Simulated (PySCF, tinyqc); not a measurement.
The basis set: RHF and MP2 along a ladder of basis sets, for CH2, spin multiplicity 1. Computed by the program tinyqc with PySCF. Same geometry throughout; the dipole is taken about the origin.

Geometry (angstrom):

| atom | x | y | z |
|---|---|---|---|
| C | 0.0000 | 0.0000 | 0.0000 |
| H | 0.0000 | 0.9080 | 0.5350 |
| H | 0.0000 | -0.9080 | 0.5350 |

RHF and frozen-core MP2 in a ladder of bases:

| basis | functions | E(RHF) (hartree) | E(MP2 corr) (hartree) | HOMO (eV) | LUMO (eV) | dipole (debye) |
|---|---|---|---|---|---|---|
| sto-3g | 7 | -38.355635 | -0.031421 | -7.8091 | 6.2945 | 1.6500 |
| 3-21g | 13 | -38.645018 | -0.063195 | -9.5921 | 2.2042 | 2.2202 |
| 6-31g** | 24 | -38.868293 | -0.107910 | -9.7639 | 2.1002 | 1.9637 |
| cc-pvdz | 24 | -38.872368 | -0.107713 | -9.9017 | 1.8081 | 1.9170 |
| aug-cc-pvdz | 41 | -38.876480 | -0.113199 | -10.0944 | 0.7349 | 1.8674 |
| cc-pvtz | 58 | -38.885738 | -0.137062 | -10.0583 | 1.4030 | 1.8892 |

Estimate the missing row, basis = 6-31g.

Computed row:
```
basis  functions  E(RHF) (hartree)  E(MP2 corr) (hartree)  HOMO (eV)  LUMO (eV)  dipole (debye)
6-31g         13        -38.847436              -0.062695    -9.6008     2.0327          2.2578
```

From cc-pVDZ to cc-pVTZ the RHF energy falls by 13.4 mhartree and the correlation energy by 29.3. If valence correlation converges as X^-3, (27 E(T) - 8 E(D))/19 gives -0.1494 hartree, a rough estimate from such small X that usually falls short; STO-3G holds about 21 % of it. Beyond STO-3G the LUMO moves by 1.5 eV and the HOMO by 0.5 eV. The restricted reference is unstable here: a spin-polarised solution lies 0.0285 hartree lower (PySCF, cc-pVDZ), so results built on it describe a poor reference.
